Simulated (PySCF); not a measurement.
Calculated NMR parameters of Pyrazine

```yaml
Formula: C4H4N2
SMILES: c1cnccn1
Point_group_of_the_computed_structure: D2h
Degrees_of_unsaturation: 4
Carbon_signals: 1
Proton_signals: 1
```

Numbering as in the mapped SMILES `[cH:1]1[cH:2][n:3][cH:4][cH:5][n:6]1`. Hydrogens are named by the atom that carries them.

How the numbers were obtained: PBE0-D3(BJ)/def2-TZVP geometry, σ from GIAO-B97-2/pcSseg-2, couplings computed with B3LYP/pcJ-2, in PySCF (averaged over atoms made equivalent by symmetry, fast rotation or ring inversion, non-relativistic Hamiltonian, single conformer, no solvent).

Scale: 1H (σref 31.64), 13C (σref 185.38) vs TMS; 15N (σref 261.75) vs NH3 (reference shieldings calculated alike).

| carbon | δC, type | δH (multiplicity, J in Hz) | HMBC from (abs. J ≥ 3 Hz) | span of the C tensor (ppm) |
| --- | --- | --- | --- | --- |
| C1/C2/C4/C5 | 153.0, CH | 8.80 (s) | H(C1)/H(C2)/H(C4)/H(C5) | 226 |

Other nuclei:
```json
{"atoms": "N3/N6", "nucleus": "15N", "environment": "pyridine-type ring nitrogen", "δ (ppm)": "372.5", "σ (ppm)": "-110.7"}
```

Selected couplings (Hz, signed; the shortest-range and largest first, 30 at most; isotopes 13C, 1H, 15N): 1J(C1,H(C1)) 188.0, 1J(C1,N6) 1.4, 2J(N3,H(C2)) -12.3, 2J(C1,N3) 1.2.

Carbon types of the structure: 4 × CH, which accounts for all hydrogens. δC 153.0: aromatic CH next to a ring nitrogen; the adjacent pyridine-type nitrogen withdraws density from it. δH 8.80: hydrogen on an aromatic CH next to a ring nitrogen; ring current plus the neighbouring ring nitrogen.

Shifts are as computed. Against solution values, carbons near 30 ppm lie about +3 ppm off and those near 130 ppm about +7 ppm. Of 1211 compounds with measured shifts, 218 miss one by over three times the rms of a fit or turn the order of signals round; such compounds aren't used in these exercises. Experimental scales use liquid or dissolved standards, which lie at an offset from isolated NH3 (liquid NH3: subtract about 20 ppm). Unscaled 15N shifts of sp2 nitrogen come out 20 to 40 ppm too high even then.
